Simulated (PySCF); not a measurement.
How well do the runs reproduce experiment for methyl acetate?

**Experimental background.**

NIST CCCBDB Release 22 (SRD 101), experimental polarizabilities lists, for the gas: mean polarisability 6.811 Å³.

How close the calculation comes is told at the end.

Species: methyl acetate, C3H6O2.
SMILES with atom numbers: `[CH3:1][O:2][C:3]([CH3:4])=[O:5]` (hydrogens: H6, H7, H8 on C1; H9, H10, H11 on C4)

Geometry (GFN2-xTB, Å), atoms numbered from 1 in this order:
```
atom  x, y, z in Å
C1     1.8531    0.0149    0.0092
O2     0.5312    0.4560   -0.2675
C3    -0.4633   -0.3327    0.1627
C4    -1.8043    0.2627   -0.1740
O5    -0.2845   -1.3694    0.7429
H6     1.9763   -1.0251   -0.2989
H7     2.0629    0.0925    1.0780
H8     2.5160    0.6656   -0.5553
H9    -1.7409    0.8250   -1.1004
H10   -2.0956    0.9404    0.6263
H11   -2.5454   -0.5272   -0.2490
```

Runs made with PySCF (gas phase, on this GFN2-xTB geometry; no spin–orbit coupling):

| level | job | basis functions | wall time |
| --- | --- | --- | --- |
| CAM-B3LYP/def2-SVPD | 8 singlets by full TDDFT, 3 Tamm–Dancoff triplets, polarisability | 154 | 14 s |

Hardware: one thread, Arm Neoverse V2, on a shared host.

**Comparison with experiment**

**Mean polarisability.** Measured: 6.811 Å³ (NIST CCCBDB Release 22 (SRD 101), experimental polarizabilities).

| level | computed (Å³) | computed − measured (Å³) | % (from the printed values) |
| --- | --- | --- | --- |
| CAM-B3LYP/def2-SVPD | 6.650 | -0.161 | -2 |

The computed values are static and purely electronic, with core orbitals frozen in the response (1 au = 0.148185 Å³). The table of measured values doesn't say here whether a value is static or optical, or holds a vibrational part. The measurement averages over conformers, the calculation has one.

No measured geometry was used, and the causes of the misses weren't examined.
